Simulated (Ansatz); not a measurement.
This geometry of BH5O (7 atoms, charge 0, multiplicity 1) is a first-order saddle point.

These are results of RKS B3LYP-D4/6-31G* (Ansatz 0.2.0), not measurements.

```xyz
7
Properties=species:S:1:pos:R:3
B 0.075 -0.251 0.010
H -0.039 0.178 1.278
H 1.127 0.149 -0.380
H -0.948 0.050 -0.530
O 0.149 -1.787 0.425
H -0.723 -2.186 0.274
H -0.008 -0.842 1.272
```

Q: Which two structures does it join? (They come from a converged band through this point; their orientation in space is the band's.)

A: Bonds broken: B1–H2, O5–H7. Bonds formed: H2–H7. BH5O becomes BH3O + H2.

Image 0:

```xyz
7
Properties=species:S:1:pos:R:3
B -0.014 0.010 0.057
H -0.395 0.484 1.102
H 1.139 0.207 -0.220
H -0.799 0.050 -0.854
O 0.010 -1.690 0.402
H -0.888 -1.935 0.684
H 0.582 -1.815 1.178
```

Image 10:

```xyz
7
Properties=species:S:1:pos:R:3
B 0.071 -0.277 -0.963
H 0.031 -0.912 3.327
H 1.121 0.271 -1.118
H -0.889 -0.048 -1.647
O 0.006 -1.188 0.038
H -0.868 -1.601 0.116
H 0.162 -0.934 2.595
```

Q: How far does it lie above each of them?

A: 1.05 eV above the first and 1.92 eV above the second. This is the barrier of this one path; another mechanism may lie lower. The orbitals stay closed-shell, which can raise the energy where a bond breaks towards radicals; this wasn't checked here.

Time of the run: 2.5 min on 1 thread of Arm Neoverse V2 (shared host), peak memory 0.081 GiB.
